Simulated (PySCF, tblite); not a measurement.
# C2H2N radical: geometry, infrared bands and EPR parameters

What infrared bands and EPR parameters should C2H2N radical (`[CH2]C#N`) show?

Programs: tblite 0.8.0 and PySCF 2.14.0, with density-fitted response routines of our own. Each step states its level of theory. These are calculated values for one molecule in the gas phase, unless marked as measured. Atoms are numbered from 0 throughout.

**1. Starting geometry**

5 atoms, charge 0, multiplicity 2; geometry from: force field or distance geometry start.

Bonds of the start (Å): C0–C1 1.47, C1–N2 1.17, C0–H3 1.11, C0–H4 1.11.

**2. Relaxing the molecule with GFN2-xTB**

What the job is given:

```
{"job": {"kind": "relax", "xc": "GFN2-xTB", "basis": "xTB"}, "charge": 0, "multiplicity": 2}
C     -0.636200    -0.006600     0.309200
C      0.809300    -0.006500     0.066300
N      1.967300    -0.022600    -0.089000
H     -1.104100    -0.893800    -0.161400
H     -1.027600     0.932300    -0.142300
```

Launch:

```bash
$ OMP_NUM_THREADS=1 python probes_run.py task.json out
```

This one command runs all jobs of the session in turn.

The program printed:

```text
step      E/eV     max force
  0    -219.84836    4.138
  1    -220.12789    2.543
  2    -220.16999    6.292
  3    -220.32912    2.172
  4    -220.36871    0.678
  5    -220.41572    0.707
  6    -220.43745    0.656
  7    -220.44682    0.536
  8    -220.47256    0.342
  9    -220.48072    0.243
 10    -220.48278    0.123
 11    -220.48345    0.035
 12    -220.48352    0.043
 13    -220.48355    0.019
 14    -220.48356    0.012
 15    -220.48357    0.017
 16    -220.48358    0.015
 17    -220.48358    0.011
 18    -220.48359    0.014
 19    -220.48359    0.018
 20    -220.48360    0.014
 21    -220.48360    0.005
```

It took 0.1 s on 1 thread of AMD EPYC, shared host.

Step by step:

| step | energy from step 0 (eV) | largest force (eV/Å) |
| --- | --- | --- |
| 0 | 0.0000 | 4.1375 |
| 1 | -0.2795 | 2.5433 |
| 2 | -0.3216 | 6.2916 |
| 3 | -0.4808 | 2.1719 |
| 4 | -0.5203 | 0.6776 |
| 5 | -0.5674 | 0.7065 |
| 6 | -0.5891 | 0.6563 |
| 7 | -0.5985 | 0.5365 |
| 8 | -0.6242 | 0.3416 |
| 9 | -0.6324 | 0.2430 |
| 10 | -0.6344 | 0.1235 |
| 11 | -0.6351 | 0.0347 |
| 12 | -0.6352 | 0.0430 |
| 13 | -0.6352 | 0.0188 |
| 14 | -0.6352 | 0.0121 |
| 15 | -0.6352 | 0.0166 |
| 16 | -0.6352 | 0.0150 |
| 17 | -0.6352 | 0.0114 |
| 18 | -0.6352 | 0.0136 |
| 19 | -0.6352 | 0.0185 |
| 20 | -0.6352 | 0.0142 |
| 21 | -0.6352 | 0.0050 |

Close pairs (by a distance rule), those that changed most:

| bond | before (Å) | after (Å) | change (Å) |
| --- | --- | --- | --- |
| C0–C1 | 1.466 | 1.354 | -0.111 |
| C0–H4 | 1.113 | 1.075 | -0.038 |
| C0–H3 | 1.108 | 1.075 | -0.033 |
| C1–N2 | 1.168 | 1.163 | -0.006 |

The next job starts from the end point, and lists it.

**3. Harmonic vibrations with GFN2-xTB**

What the job is given:

```
{"job": {"kind": "ir", "xc": "GFN2-xTB", "basis": "xTB"}, "charge": 0, "multiplicity": 2}
C     -0.555037     0.010680    -0.008158
C      0.799110    -0.013816     0.003104
N      1.961466    -0.034960     0.012937
H     -1.115100    -0.906791    -0.020722
H     -1.081818     0.947739    -0.004346
```

The program printed:

```text
mode    cm-1     km/mol
  1     372.0      2.30
  2     383.2      4.68
  3     681.4     43.13
  4     924.8      7.37
  5    1136.4      0.45
  6    1352.2      8.94
  7    2199.3     51.27
  8    3110.7      0.06
  9    3147.9      0.87
```

Wall time 0.09 s (1 thread of AMD EPYC, shared host).

Which atoms move in the most intense modes:

| cm⁻¹ | km/mol | atoms |
| --- | --- | --- |
| 372 | 2.3 | C1 52 %, N2 20 %, H3 13 %, H4 13 % |
| 383 | 4.7 | C1 65 %, N2 19 % |
| 681 | 43.1 | H4 35 %, H3 35 %, C0 26 % |
| 925 | 7.4 | H3 31 %, H4 31 %, C0 20 %, C1 17 % |
| 1136 | 0.5 | C0 37 %, N2 25 %, H4 15 %, H3 15 % |
| 1352 | 8.9 | H4 34 %, H3 34 %, C0 28 % |
| 2199 | 51.3 | C1 62 %, N2 37 % |
| 3148 | 0.9 | H3 45 %, H4 45 %, C0 10 % |

**4. g tensor and hyperfine couplings: B3LYP/pcH-1**

The job, as its differences from that of step 3:

```diff
@@ -1,2 +1,2 @@
-{"job": {"kind": "ir", "xc": "GFN2-xTB", "basis": "xTB"}, "charge": 0, "multiplicity": 2}
+{"job": {"kind": "epr", "basis": "pcH-1"}, "charge": 0, "multiplicity": 2}
 C     -0.555037     0.010680    -0.008158
```

Level: UKS B3LYP, pcH-1 on C H N, non-relativistic, mean-field spin-orbit, GIAO.

The program printed:

```text
UKS, coarse grid
  cycle   1  E = -132.07111962  |g| = 2.44e-01
  cycle   2  E = -131.93614375  |g| = 5.93e-01
  cycle   3  E = -132.10438899  |g| = 4.34e-02
  cycle   4  E = -132.10538692  |g| = 2.12e-02
  cycle   5  E = -132.10569199  |g| = 4.69e-03
  cycle   6  E = -132.10573179  |g| = 2.97e-03
  cycle   7  E = -132.10574029  |g| = 1.30e-03
  cycle   8  E = -132.10574297  |g| = 3.45e-04
UKS, final grid
  cycle   1  E = -132.10574340  |g| = 1.93e-04
  cycle   2  E = -132.10574349  |g| = 1.49e-04
  cycle   3  E = -132.10574351  |g| = 1.22e-04
  cycle   4  E = -132.10574353  |g| = 1.23e-04
  cycle   5  E = -132.10574354  |g| = 1.37e-05
internal stability: stable
E = -132.10574354 Eh   <S^2> = 0.7669 (exact 0.7500)
g shifts (ppm)      1          2          3
  rmc          -169       -169       -169
  gc             -2         42         33
  oz_so          82       1303       1415
  total         -89       1176       1279
hyperfine (MHz)  atom isotope    a_iso     a_fc   dipolar eigenvalues
    0   13C      71.06      71.06    -67.30    -66.63    133.93
    1   13C     -61.58     -61.58    -22.48     -1.89     24.37
    2   14N      10.05      10.05    -20.81    -15.91     36.72
    3    1H     -57.57     -57.57    -31.18     -1.53     32.70
    4    1H     -57.57     -57.57    -31.18     -1.53     32.70
```

It took 18 s on 1 thread of AMD EPYC, shared host; peak memory 0.32 GiB.

Principal g values 2.00223, 2.00350, 2.00360; g(iso) = 2.00311, against 2.00232 for a free electron.

Mean a(iso) over the nuclei that a row names, and the largest dipolar term of the row (other rows stand at the frozen geometry):

| nuclei | isotope | a(iso) (MHz) | a(iso) (G, at g = 2.0023) | largest dipolar term (MHz) |
| --- | --- | --- | --- | --- |
| C0 | 13C | 71.1 | 25.4 | 133.9 |
| C1 | 13C | -61.6 | -22.0 | 24.4 |
| H3, H4 | 1H | -57.6 | -20.5 | 32.7 |
| N2 | 14N | 10.0 | 3.6 | 36.7 |

Mulliken spin populations:

| atom | value (e) |
| --- | --- |
| C0 | 0.87 |
| C1 | -0.23 |
| N2 | 0.43 |
| H3 | -0.04 |
| H4 | -0.04 |

In first order the couplings over 0.8 MHz of 1H, 14N give 9 distinct lines over 48.2 G, if the averaged nuclei exchange fast.

The fields below are evaluated on a grid from the run's orbitals.

ELF in a plane through or near 5 of the atoms.

Values, 10 rows by 14 columns:
```
0.00 0.00 0.00 0.00 0.00 0.00 0.00 0.00 0.00 0.00 0.00 0.00 0.00 0.00
0.00 0.00 0.00 0.00 0.00 0.00 0.00 0.00 0.00 0.00 0.00 0.00 0.00 0.00
0.00 0.00 0.00 0.03 0.07 0.06 0.01 0.02 0.70 0.78 0.04 0.00 0.00 0.00
0.00 0.01 0.18 0.50 0.46 0.45 0.13 0.20 0.99 0.99 0.70 0.00 0.00 0.00
0.00 0.14 0.74 0.91 0.74 0.80 0.63 0.57 0.96 0.96 0.37 0.00 0.00 0.00
0.00 0.24 0.84 0.95 0.58 0.48 0.33 0.53 0.29 0.60 0.07 0.00 0.00 0.00
0.00 0.06 0.55 0.83 0.69 0.73 0.45 0.42 1.00 1.00 0.63 0.00 0.00 0.00
0.00 0.00 0.04 0.23 0.28 0.26 0.04 0.13 0.98 0.99 0.48 0.00 0.00 0.00
0.00 0.00 0.00 0.00 0.01 0.01 0.00 0.00 0.16 0.14 0.00 0.00 0.00 0.00
0.00 0.00 0.00 0.00 0.00 0.00 0.00 0.00 0.00 0.00 0.00 0.00 0.00 0.00
```
The map spans 9.1 Å across and 7.1 Å up, centred on the molecule. Atoms in the plane (x, y in Å): C0 (0.6, 0.0), C1 (-0.8, 0.0), N2 (-2.0, 0.0), H3 (1.1, -0.9), H4 (1.1, 0.9).

On the surface of density 0.002 e/bohr³ the electrostatic potential runs, from the 1st to the 99th percentile, from -1.66 V near N2 to 1.66 V near H4.

The spin density lies nearest to C0 46 %; N2 30 %; C1 10 % (beta excess); H3, H4 about 7 % each.

**5. Results**

| quantity | value |
| --- | --- |
| strongest single infrared mode (GFN2-xTB) | 2199 cm⁻¹, 51 km/mol |
| zero-point energy (GFN2-xTB) | 19.0 kcal/mol |
| g(iso) (B3LYP) | 2.00311 |
| ⟨S²⟩ | 0.767 (exact 0.75) |
| largest a(iso) (averaged by class) | 13C on C0, 71.1 MHz |
| surface potential, 1st and 99th percentile | -1.66 V and 1.66 V |

In words: The optimisation took 21 steps and gained 0.635 eV; among the close pairs (by a distance rule), C0–C1 changed most, from 1.466 to 1.354 Å. No mode is imaginary among the 9: a minimum at this level. The strongest single mode, at 2199 cm⁻¹, moves mainly C1 and N2. Unscaled tight-binding wavenumbers are off by several per cent, some by more. Its intensities can rank the bands wrongly. C0 carries the largest spin population, 0.87 e. The isotropic g lies 0.8 ppt above the free-electron value.
